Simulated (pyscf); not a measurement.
`[OH][Si]([SiH3])([SiH3])[Cl]` + `[SiH4]` → `[OH][Si]([SiH3])([SiH3])[SiH3]` + `[ClH]` (four-centre exchange; singlet surface; Cl–Si, H–Si broken, Si–Si, Cl–H formed). Optimised with ωB97X-D3(BJ)/def2-SVP in PySCF. Energies in kcal/mol from the separated reactants.

```
level                   barrier  reaction energy
----------------------  -------  ---------------
ωB97X-D3(BJ)/def2-TZVP     47.3            +24.5
r²SCAN/def2-TZVP           45.5            +25.6
B3LYP-D3(BJ)/def2-TZVP        ?            +25.8
PBE0-D3(BJ)/def2-TZVP         ?                ?
M06-2X/def2-TZVP           50.5            +28.0
ωB97M-D3(BJ)/def2-TZVP     50.2            +27.1
```

Problem. Fill in the missing entries.

Solution. 
- B3LYP-D3(BJ)/def2-TZVP, barrier: 47.4
- PBE0-D3(BJ)/def2-TZVP, barrier: 43.6
- PBE0-D3(BJ)/def2-TZVP, reaction energy: +23.3

The functionals in the table span 6.9 kcal/mol in this barrier, from PBE0-D3(BJ) to M06-2X. At the saddle there is also a short H–Si contact that neither side keeps. One saddle was located; it need not be the lowest between these sides.
